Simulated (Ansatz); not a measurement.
Geometry optimisation, Ansatz, RKS B3LYP-D4/def2-TZVP.

Input:

```yaml
crystal:
  periodic: [false, false, false]
  atoms:
    - { symbol: B, position_ang: [0.109337, 0.500177, -0.398422] }
    - { symbol: H, position_ang: [0.096506, -0.133669, 1.913429] }
    - { symbol: Cl, position_ang: [1.599777, -0.271533, -0.905166] }
    - { symbol: H, position_ang: [-0.929194, -0.052613, -0.541024] }
    - { symbol: F, position_ang: [0.157503, 1.727654, 0.082262] }
    - { symbol: H, position_ang: [0.086871, 0.573283, 1.87432] }
basis:
  gaussian: { orbitals: def2-TZVP }
hamiltonian:
  xc: b3lyp
  dispersion: d4
relax:
  f_tol: 0.03
  max_steps: 50
output:
  orbitals: {}
```

Launched with:

```bash
$ ansatz run input.yaml --threads 4 --pin off --max-ram 5120MiB --backend cpu --events-out ev --progress --plain --runs-dir out
```

Where does it end, and by what steps?

It converged. After 8 steps the energy has fallen by 0.179 eV; H6 moved furthest, 0.58 Å.

| step | energy less start (eV) | largest force component (eV/Å) | accepted |
| --- | --- | --- | --- |
| 0 | 0.0000 | 1.501 | yes |
| 1 | -0.1388 | 0.237 | yes |
| 2 | -0.1658 | 0.329 | yes |
| 3 | 0.0135 | 2.091 | no |
| 4 | -0.1756 | 0.073 | yes |
| 5 | -0.1773 | 0.057 | yes |
| 6 | -0.1779 | 0.145 | yes |
| 7 | -0.1781 | 0.119 | yes |
| 8 | -0.1786 | 0.007 | yes |

```xyz
6
Properties=species:S:1:pos:R:3
B 0.118 0.572 -0.672
H 0.148 -0.271 2.377
Cl 1.608 -0.257 -1.069
H -0.923 0.010 -0.740
F 0.170 1.834 -0.305
H 0.000 0.456 2.435
```

Time of the run: 8.3 s on 4 threads of Arm Neoverse V1, with other jobs on the host, peak memory 0.18 GiB.
